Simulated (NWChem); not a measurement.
AlF3; SMILES [F][Al]([F])[F]

```xyz
4

Al     0.0000     0.0000     0.0000
F     -0.4630    -1.5733     0.0000
F     -1.1310     1.1876     0.0000
F      1.5940     0.3857     0.0000
```
Atoms are numbered in this order, from 1.

Program: NWChem. Geometry optimised at B3LYP/6-31G*; all other runs use it. Pople sets run with spherical d functions. Vzz has the sign of the potential's second derivative.

```tsv
quantity	level	value
Vzz Al1 (a.u.)	PBE0/def2-SVP	0.838
vertical ionisation energy, ΔSCF (eV)	PBE/6-31G*	13.07
charge (e), Mulliken F2	B3LYP/def2-SVP	___
vertical, lowest excitation, singlet (eV)	B3LYP/6-31G*, full TDDFT	___
isotropic polarisability (bohr³), static	Hartree-Fock/6-31+G*	14.1
dipole (D)	B3LYP/6-31G*	0.00
highest harmonic frequency (cm⁻¹)	B3LYP/6-31G*	___
```

Q: What belongs in the gaps?

A: 
- charge (e), Mulliken F2, value: -0.38
- vertical, lowest excitation, singlet (eV), value: 7.78
- highest harmonic frequency (cm⁻¹), value: 980
